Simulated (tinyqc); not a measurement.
Inside a calculation. Method: MP2 on RHF in the sto-6g basis, frozen core, for H3O+, spin multiplicity 1. One step of it, computed by the program tinyqc.

Task: Second-order Moller-Plesset energy. E2 = sum_ijab (ia|jb) [2 (ia|jb) - (ib|ja)] / (e_i + e_j - e_a - e_b) over occupied i, j and virtual a, b; the opposite-spin part is (ia|jb)^2 / denominator, the rest is same-spin, and SCS-MP2 scales them by 6/5 and 1/3.

orbital energies (hartree): MO1 -21.082580, MO2 -1.745395, MO3 -1.084218, MO4 -1.084215, MO5 -0.885910, MO6 0.058630, MO7 0.277104, MO8 0.277115

Two-electron integrals over orbitals (pq|rs), unique and non-zero (hartree); the lowest 1 orbital is frozen and left out:
```
(22|22) 0.721862    (32|32) 0.139778    (33|22) 0.659096    (33|33) 0.667843
(42|22) -3.11e-06   (42|33) -0.034386   (42|42) 0.139777    (43|32) -0.034385
(43|43) 0.042418    (44|22) 0.659093    (44|33) 0.583005    (44|42) 0.034388
(44|44) 0.667842    (52|22) -0.003620   (52|33) 0.000700    (52|42) -2.42e-08
(52|44) 0.000700    (52|52) 0.153048    (53|32) 0.000659    (53|43) 0.000853
(53|53) 0.033234    (54|22) 1.21e-07    (54|33) 0.000853    (54|42) 0.000659
(54|44) -0.000853   (54|52) 1.57e-06    (54|54) 0.033234    (55|22) 0.759979
(55|33) 0.662121    (55|42) 1.02e-06    (55|44) 0.662119    (55|52) 0.014759
(55|54) 4.53e-07    (55|55) 0.880498    (62|22) 0.136835    (62|33) 0.097539
(62|42) 3.83e-06    (62|44) 0.097538    (62|52) -0.004702   (62|54) 1.82e-07
(62|55) 0.171098    (62|62) 0.073448    (63|32) -0.012958   (63|43) 0.026690
(63|53) 0.001295    (63|63) 0.055816    (64|22) 0.000012    (64|33) 0.026700
(64|42) -0.012963   (64|44) -0.026682   (64|52) 3.25e-07    (64|54) 0.001295
(64|55) 0.000014    (64|62) 0.000007    (64|64) 0.055824    (65|22) -0.012938
(65|33) -0.006920   (65|42) 3.54e-07    (65|44) -0.006920   (65|52) 0.072494
(65|54) 2.28e-06    (65|55) -0.008687   (65|62) -0.009040   (65|64) -6.13e-07
(65|65) 0.040757    (66|22) 0.506641    (66|33) 0.497124    (66|42) 0.000011
(66|44) 0.497134    (66|52) -0.010021   (66|54) -3.76e-07   (66|55) 0.509200
(66|62) 0.039099    (66|64) -3.76e-06   (66|65) -0.007347   (66|66) 0.454779
(72|22) 0.000012    (72|33) -0.011294   (72|42) -0.051965   (72|44) 0.011308
(72|52) -8.40e-08   (72|54) -0.002885   (72|55) 0.000013    (72|62) 2.96e-06
(72|64) -0.037307   (72|65) -6.33e-07   (72|66) 2.98e-06    (72|72) 0.054054
(73|32) -0.039668   (73|43) 0.005335    (73|53) 0.000955    (73|63) 0.026487
(73|73) 0.034014    (74|22) -0.168658   (74|33) -0.133121   (74|42) 0.039665
(74|44) -0.122455   (74|52) -0.005848   (74|54) -0.000955   (74|55) -0.192779
(74|62) -0.086636   (74|64) -0.026493   (74|65) 0.004791    (74|66) -0.041782
(74|72) -0.000443   (74|74) 0.145756    (75|22) -3.25e-07   (75|33) 0.001979
(75|42) -0.006183   (75|44) -0.001980   (75|52) 0.000005    (75|54) -0.023146
(75|55) -6.85e-08   (75|62) -5.47e-07   (75|64) 0.002416    (75|65) 1.57e-06
(75|66) -1.02e-06   (75|72) 0.001917    (75|74) -0.002322   (75|75) 0.020362
(76|22) 7.73e-07    (76|33) 0.044580    (76|42) -0.103350   (76|44) -0.044585
(76|52) -5.06e-07   (76|54) 0.002158    (76|55) -1.42e-06   (76|62) -1.72e-06
(76|64) 0.052891    (76|65) -6.71e-07   (76|66) -0.000016   (76|72) 0.006878
(76|74) -0.052003   (76|75) 0.005329    (76|76) 0.127794    (77|22) 0.580380
(77|33) 0.523439    (77|42) 0.030791    (77|44) 0.597934    (77|52) 0.000566
(77|54) -0.001753   (77|55) 0.582809    (77|62) 0.071303    (77|64) -0.043084
(77|65) -0.004170   (77|66) 0.481014    (77|72) 0.020860    (77|74) -0.070316
(77|75) -0.002285   (77|76) -0.061443   (77|77) 0.578967    (82|32) 0.051964
(82|43) 0.011303    (82|53) 0.002885    (82|63) 0.037308    (82|73) -0.000432
(82|82) 0.054054    (83|22) 0.168654    (83|33) 0.122453    (83|42) 0.039669
(83|44) 0.133121    (83|52) 0.005848    (83|54) -0.000955   (83|55) 0.192777
(83|62) 0.086636    (83|64) -0.026481   (83|65) -0.004791   (83|66) 0.041794
(83|72) -0.000429   (83|74) -0.079954   (83|75) -0.002322   (83|76) -0.052010
(83|77) 0.105305    (83|83) 0.145759    (84|32) 0.039669    (84|43) -0.005334
(84|53) -0.000955   (84|63) -0.026484   (84|73) -0.031798   (84|82) 0.000435
(84|84) 0.034011    (85|32) 0.006183    (85|43) -0.001979   (85|53) 0.023146
(85|63) -0.002416   (85|73) -0.002322   (85|82) 0.001917    (85|84) 0.002322
(85|85) 0.020362    (86|32) 0.103347    (86|43) -0.044576   (86|53) -0.002158
(86|63) -0.052878   (86|73) -0.052008   (86|82) 0.006879    (86|84) 0.052007
(86|85) 0.005329    (86|86) 0.127778    (87|32) 0.030810    (87|43) -0.037255
(87|53) -0.001753   (87|63) -0.043096   (87|73) -0.017508   (87|82) -0.020853
(87|84) 0.017505    (87|85) 0.002286    (87|86) 0.061458    (87|87) 0.048742
(88|22) 0.580383    (88|33) 0.597941    (88|42) -0.030804   (88|44) 0.523434
(88|52) 0.000566    (88|54) 0.001754    (88|55) 0.582811    (88|62) 0.071305
(88|64) 0.043102    (88|65) -0.004171   (88|66) 0.480999    (88|72) -0.020848
(88|74) -0.105311   (88|75) 0.002286    (88|76) 0.061455    (88|77) 0.481520
(88|83) 0.070307    (88|88) 0.578984
```

Hartree-Fock energy = -76.03963074 hartree

Give: Terms; Pair energies; MP2 correlation energy; SCS-MP2 correlation energy; MP2 total energy.

Result:

Terms (the 40 largest of 74):
```
i  j  a  b  (ia|jb)  (ib|ja)  denominator       term
3  3  8  8   0.1458   0.1458      -2.7227    -0.0078
4  4  7  7   0.1458   0.1458      -2.7226    -0.0078
4  3  7  8  -0.0800  -0.0318      -2.7227    -0.0038
3  4  8  7  -0.0800  -0.0318      -2.7227    -0.0038
2  4  6  7  -0.0866  -0.0373      -3.1653    -0.0037
4  2  7  6  -0.0866  -0.0373      -3.1653    -0.0037
2  3  6  8   0.0866   0.0373      -3.1654    -0.0037
3  2  8  6   0.0866   0.0373      -3.1654    -0.0037
2  2  6  6   0.0734   0.0734      -3.6081    -0.0015
4  4  6  6   0.0558   0.0558      -2.2857    -0.0014
3  3  6  6   0.0558   0.0558      -2.2857    -0.0014
5  5  6  6   0.0408   0.0408      -1.8891    -0.0009
2  2  7  7   0.0541   0.0541      -4.0450    -0.0007
2  2  8  8   0.0541   0.0541      -4.0450    -0.0007
3  3  7  7   0.0340   0.0340      -2.7226  -4.25e-04
4  4  8  8   0.0340   0.0340      -2.7227  -4.25e-04
4  4  6  7  -0.0265  -0.0265      -2.5042  -2.80e-04
4  4  7  6  -0.0265  -0.0265      -2.5042  -2.80e-04
3  3  7  6   0.0265   0.0265      -2.5042  -2.80e-04
3  3  6  7   0.0265   0.0265      -2.5042  -2.80e-04
4  3  8  6  -0.0265  -0.0265      -2.5042  -2.80e-04
3  4  6  8  -0.0265  -0.0265      -2.5042  -2.80e-04
4  3  6  8  -0.0265  -0.0265      -2.5042  -2.80e-04
3  4  8  6  -0.0265  -0.0265      -2.5042  -2.80e-04
3  4  7  8  -0.0318  -0.0800      -2.7227   1.91e-04
4  3  8  7  -0.0318  -0.0800      -2.7227   1.91e-04
5  5  7  7   0.0204   0.0204      -2.3260  -1.78e-04
5  5  8  8   0.0204   0.0204      -2.3260  -1.78e-04
2  4  7  6  -0.0373  -0.0866      -3.1653   1.42e-04
4  2  6  7  -0.0373  -0.0866      -3.1653   1.42e-04
3  2  6  8   0.0373   0.0866      -3.1654   1.42e-04
2  3  8  6   0.0373   0.0866      -3.1654   1.42e-04
2  5  6  6  -0.0090  -0.0090      -2.7486  -2.97e-05
5  2  6  6  -0.0090  -0.0090      -2.7486  -2.97e-05
4  5  7  6   0.0048   0.0024      -2.3059  -1.49e-05
5  4  6  7   0.0048   0.0024      -2.3059  -1.49e-05
3  5  8  6  -0.0048  -0.0024      -2.3059  -1.49e-05
5  3  6  8  -0.0048  -0.0024      -2.3059  -1.49e-05
5  3  7  8  -0.0023  -0.0023      -2.5243  -2.14e-06
3  5  8  7  -0.0023  -0.0023      -2.5243  -2.14e-06
```

Pair energies (hartree; pair i-j sums ij and ji):
```
pair  opposite spin  same spin
2-2         -0.0029          0
3-2         -0.0056    -0.0015
3-3         -0.0102          0
4-2         -0.0056    -0.0015
4-3         -0.0066    -0.0017
4-4         -0.0102          0
5-2       -6.41e-05          0
5-3       -3.35e-05  -4.89e-06
5-4       -3.35e-05  -4.89e-06
5-5         -0.0012          0
```

MP2 correlation energy = -0.047201 hartree

SCS-MP2 correlation energy = -0.052492 hartree

MP2 total energy = -76.086832 hartree
